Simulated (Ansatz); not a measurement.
# C3H6 (singlet): B2PLYP, PBE-QIDH, RPA-PBE over a series of basis sets

One table from this session's results is given with a row withheld; the runs are named, their logs left out.

The runs use Ansatz 0.2.0, Gaussian basis; all electrons in the functionals, frozen cores in the correlation of double hybrids and RPA.

The runs, in order: B2PLYP, PBE-QIDH, RPA-PBE, at STO-3G; 6-31G; 6-31G*; cc-pVDZ; cc-pVTZ; cc-pVQZ (not every functional at every point).

17 further runs of the same task are left out: 17 set aside as unsound or not needed.

### The geometry

The geometry is an MP2(full)/6-31G* stationary point (not a proven minimum).

9 atoms, charge 0, spin multiplicity 1.

Atoms are counted from 1 here; the program's logs count them from 0.

Bond lengths: C1–C2 1.502 Å, C1–C3 1.502 Å, C1–H4 1.084 Å, C1–H5 1.084 Å, C2–C3 1.502 Å, C2–H6 1.084 Å, C2–H7 1.084 Å, C3–H8 1.084 Å, C3–H9 1.084 Å. Angles: C2–C1–C3 60.0°, C2–C1–H4 118.1°, C2–C1–H5 118.1°, C3–C1–H4 118.1°, C3–C1–H5 118.1°, H4–C1–H5 114.2°, C1–C2–C3 60.0°, C1–C2–H6 118.1°, C1–C2–H7 118.1°, C3–C2–H6 118.1°, C3–C2–H7 118.1°, H6–C2–H7 114.2°, C1–C3–C2 60.0°, C1–C3–H8 118.1°, C1–C3–H9 118.1°, C2–C3–H8 118.1°, C2–C3–H9 118.1°, H8–C3–H9 114.2°.

As a file:

```csv
atom,x (Å),y (Å),z (Å)
C1,0.00000,0.86700,0.00000
C2,0.75084,-0.43350,0.00000
C3,-0.75084,-0.43350,0.00000
H4,0.00000,1.45576,0.91053
H5,0.00000,1.45576,-0.91053
H6,1.26073,-0.72788,-0.91053
H7,1.26073,-0.72788,0.91053
H8,-1.26073,-0.72788,0.91053
H9,-1.26073,-0.72788,-0.91053
```

No dispersion term is added.

Set-up of the first run:

Input file in.yaml:

```yaml
crystal:
  periodic: [false, false, false]
  atoms:
    - {symbol: C, position_ang: [0.000000, 0.866998, 0.000000]}
    - {symbol: C, position_ang: [0.750842, -0.433499, 0.000000]}
    - {symbol: C, position_ang: [-0.750842, -0.433499, 0.000000]}
    - {symbol: H, position_ang: [0.000000, 1.455762, 0.910526]}
    - {symbol: H, position_ang: [0.000000, 1.455762, -0.910526]}
    - {symbol: H, position_ang: [1.260727, -0.727881, -0.910526]}
    - {symbol: H, position_ang: [1.260727, -0.727881, 0.910526]}
    - {symbol: H, position_ang: [-1.260727, -0.727881, 0.910526]}
    - {symbol: H, position_ang: [-1.260727, -0.727881, -0.910526]}
basis:
  gaussian: {orbitals: STO-3G}
hamiltonian: {xc: {name: B2PLYP}}
correlation: {electrons: outside_noble_gas}
```

Started as:

```
$ ansatz run in.yaml --threads 1 --pin off --events-out ev --progress --plain --max-ram 4096MiB --backend cpu
```

Among the steps run: B2PLYP, STO-3G; B2PLYP, 6-31G; B2PLYP, 6-31G*; B2PLYP, cc-pVDZ; B2PLYP, cc-pVTZ; B2PLYP, cc-pVQZ; PBE-QIDH, cc-pVTZ; PBE-QIDH, cc-pVQZ; RPA-PBE, STO-3G; RPA-PBE, 6-31G; RPA-PBE, 6-31G*; RPA-PBE, cc-pVDZ; RPA-PBE, cc-pVTZ; RPA-PBE, cc-pVQZ.

One of the session's tables, all rows but one given; the rest of the session is left out.

It belongs to the step «The comparison». Atomisation energies, with free atoms from separate runs at the same level and basis (kJ/mol); wave-function rows come from earlier runs:

| level | 6-31G | cc-pVDZ | cc-pVTZ | cc-pVQZ |
| --- | --- | --- | --- | --- |
| B2PLYP | 3366.6 | 3453.7 | 3540.5 | 3556.6 |
| PBE-QIDH |  |  | 3574.8 | 3593.2 |
| RPA-PBE | 2973.6 | 3210.3 | 3348.4 | 3383.1 |
| RHF | ? | ? | ? | ? |
| RCCSD(T) | 3112.2 | 3325.1 | 3489.4 | 3532.7 |

Q: Estimate the row for RHF from the others.

As computed: 6-31G: 2584.8; cc-pVDZ: 2657.0; cc-pVTZ: 2697.5; cc-pVQZ: 2701.3.

Caveats from the session: Core correlation, relativity and spin-orbit terms are not in the calculated values.
